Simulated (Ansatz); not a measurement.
System: C2H6N, charge 0, doublet. C2H6N (SMILES [CH](C)N, doublet).
B3LYP-D3(BJ)/def2-TZVP minimum from Ansatz (a program for electronic structure):
```xyz
9

C      1.2289    -0.2653    -0.0845
C     -0.0679     0.1514     0.5104
N     -1.1869     0.1736    -0.3274
H      1.5845     0.4305    -0.8614
H      2.0033    -0.3268     0.6805
H      1.1541    -1.2515    -0.5578
H     -0.0803     0.8891     1.3029
H     -2.0677     0.3344     0.1386
H     -1.2520    -0.6074    -0.9664
```
Charge 0, spin multiplicity 2.

Total energies in cc-pVDZ, 19 correlated electrons, 3 frozen orbitals. Open shells are spin-unrestricted; no spin-orbit coupling. Correlated methods leave the cores frozen. No relativity.

```
method    program  energy (Eh)  minus CCSDT(Q) (mEh)
--------  -------  -----------  --------------------
HF         Ansatz   -133.64181                494.67
MP2        Ansatz   -134.07963                 56.85
CCSD       Ansatz   -134.12212                 14.36
CCSD(T)    Ansatz   -134.13481                  1.67
CCSDT(Q)   Ansatz   -134.13648                  0.00
```

Rough core times of Ansatz's runs on a shared machine: CCSD(T) under 20 s, CCSDT(Q) 30 min.
